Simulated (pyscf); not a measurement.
Single points on ωB97X-D3(BJ)/def2-SVP structures (PySCF, gas phase).

**Question.** Estimate the classical barrier height and the reaction energy of F–SiH(F)–F (SMILES F[SiH](F)F) + H₂O (SMILES O) + H₂O (SMILES O) -> HO–SiH(F)–F (SMILES O[SiH](F)F) + HF (SMILES F) + H₂O (SMILES O) at ωB97M-D3(BJ)/def2-TZVP. The step runs on the singlet surface, breaks F–Si, H–O, H–O and forms O–Si, F–H, H–O; take the separated reactants as zero.

**Answer.** ΔE‡ = 0.36 eV, ΔE = +0.36 eV. Zero-point energy shifts the barrier by +0.18 eV. It is a multi-bond step, with an imaginary mode of 194i cm⁻¹. On the reactant side the descent ends in an adduct with a O–Si contact (not fully relaxed), 0.28 eV under the separated species and 0.65 eV under the saddle at ωB97X-D3(BJ)/def2-TZVP. On the product side the descent ends in a bound adduct, 0.90 eV under the separated species and 0.93 eV under the saddle at ωB97X-D3(BJ)/def2-TZVP. What is counted as formed (O–Si) is already present as a longer contact in the reactant adduct; forming that adduct is a step of its own. This is the saddle that the search found; another between the same sides may lie lower.
